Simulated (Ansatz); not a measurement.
We consider fcc Cu, described by r²SCAN-D4 (Ansatz, a program for electronic structure, plane waves, PAW).

Settings: plane-wave cutoff 560 eV, 26×26×26 k mesh, Fermi–Dirac smearing 0.05 eV, no spin polarisation, scalar-relativistic PAW data made under PBE.

Computed at the level's own relaxed cell.

**Question.** Estimate the volume per atom, bulk modulus, lattice constant a and pressure derivative B′ of the bulk modulus that the calculation returns.

**Answer.** 
volume per atom: 11.28 Å³/atom
bulk modulus: 171 GPa
lattice constant a: 3.560 Å
pressure derivative B′ of the bulk modulus: 5.1

The run finds no gap.

Measured, for comparison: equilibrium volume per atom 11.62 Å³/atom, lattice constant a 3.595 Å (low-temperature or extrapolated to 0 K; zero-point anharmonic expansion removed; as tabulated in Csonka et al. (2009), arXiv:0903.4037); bulk modulus 144 GPa (0 K value with the zero-point phonon effect removed, our sources range from 140 to 145; as tabulated in Mejia-Rodriguez and Trickey (2018), arXiv:1807.09216). Computed (rounded) less measured: equilibrium volume per atom -2.9 %, bulk modulus +19 % (+18 % to +22 % over the range), lattice constant a -1.0 %.

The computed numbers hold no vibrational or temperature effects.

Cost on a shared machine: roughly 110 core-seconds.
